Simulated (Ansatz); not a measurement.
# A barrier at the coupled-cluster level

Start structure (CH$_{8}$OSi, closed shell), relaxed at PBE0-D4/def2-TZVP:

```xyz
11
angstrom
Si -0.9354 0.5492 0.3332
C 0.2067 -0.5469 1.3197
H -1.5484 -0.1902 -0.8066
H -2.0466 1.0725 1.1749
H -0.2097 1.7242 -0.2277
H 0.5124 -0.5880 -2.3752
O 1.3501 -0.3343 -1.9797
H -0.3343 -1.4029 1.7289
H 1.0078 -0.9136 0.6751
H 0.6502 0.0038 2.1521
H 1.3469 0.6261 -1.9950
```

The step: CH₆Si ([CH3][SiH3]) + H₂O → SiH₄O ([OH][SiH3]) + CH₄; bonds formed: Si1–O7, C2–H6; bonds broken: Si1–C2, H6–O7. Ansatz 0.2.0; basis: def2-TZVPP and def2-QZVPP; cores frozen in the correlated methods. Extrapolation: Hartree–Fock as exp(−7.88 √X), correlation as X^−2.97. Energies below are by CCSD(T) at an estimated basis limit (MP2 extrapolated from triple and quadruple zeta, plus CCSD(T) − MP2 in triple zeta).

(1) What are the electronic barrier and the energy of the step, from the start structure to the end structure? (An estimate is asked for; the value comes from the calculation.)

The T1 diagnostic stays at or below 0.012.

Answers

(1) By the calculation: Barrier 50.44 kcal/mol; step energy -20.23 kcal/mol (downhill); reverse barrier, their difference, 70.67 kcal/mol. Barrier and step energy count from the start structure, the reverse barrier from the end structure.

The saddle point: One imaginary mode of 1301i cm⁻¹.
```
  pair  start (Å)  saddle (Å)  end (Å)
Si1–O7       3.37        1.89     1.65
 C2–H6       3.71        1.44     1.09
Si1–C2       1.87        2.20     3.84
 H6–O7       0.96        1.17     2.77
```

Zero-point energy (harmonic, PBE0-D4): ZPE is 52.75 kcal/mol at the start and 51.37 kcal/mol at the saddle, so the barrier goes from 50.44 to 49.05 kcal/mol.

Labels in which every atom is bracketed show which atoms are joined, not bond orders.

For scale, one of the runs: CCSD(T)/def2-TZVPP, 216 basis functions (an equivalent command: `ansatz run in.yaml --threads 4`). The run took 43 s on 4 CPU threads (shared host), with 3.2 GiB of host memory at its peak.
